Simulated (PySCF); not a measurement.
## Core binding energy against partial charge

Compound: C₅H₅F.
Atom-mapped SMILES: `[CH2:1]=[C:2]1[C:3]([CH3:4])=[C:5]1[F:6]`

Binding energies: delta-SCF UKS SCAN, pcX-2 on the ionised atom, pcseg-1 elsewhere, spin-free X2C in PySCF 2.14.0. Charges: PBE0/pcSseg-1 ground-state density, for the ionised atom.

```tsv
atom	environment	C 1s (eV)	Mulliken (e)	IAO (e)	Hirshfeld (e)	ESP (e)
C1	terminal =CH2 carbon	289.31	-0.211	-0.467	-0.191	-0.935
C2	fully substituted alkene carbon	291.17	-0.170	+0.018	-0.022	+0.237
C3	fully substituted alkene carbon	291.27	-0.196	-0.005	+0.016	+0.085
C4	allylic carbon	291.67	-0.192	-0.434	-0.096	-0.457
C5	vinylic C–F carbon	293.26	+0.298	+0.296	+0.091	+0.112
```

**Question.** Give the correlation coefficient and slope of binding energy on charge for each scheme.

**Answer.** Hirshfeld: r = 0.87, slope 11.4 eV per e; Mulliken: r = 0.79, slope 5.1 eV per e; IAO: r = 0.74, slope 3.2 eV per e; ESP: r = 0.69, slope 2.0 eV per e. Hirshfeld charges have the highest r, on only 5 points.

**Question.** The point-charge model writes a binding energy as kq + V + constant, with V the potential of the other atoms' charges at the site. What does it give with the Mulliken charges?

**Answer.** V = Σ 14.40 eV Å × q/r over all other atoms: +1.77 eV at C1, +0.23 eV at C2, +1.43 eV at C3, +3.80 eV at C4, -5.33 eV at C5. Fitting binding energy − V to q gives k = 19.7 eV per e and leaves an rms residual of 1.05 eV, against 0.77 eV for the fit on q alone. The model has no term for differences in relaxation between sites.

Spin contamination (⟨S²⟩ against 0.75 for a pure doublet) is marked for C 1s of C2 (0.86), C 1s of C3 (0.89) and C 1s of C5 (0.89), which makes these values less certain. Geometry: PBE0-D3(BJ)/def2-SVP; no solvent, vibrations or thermal averaging.
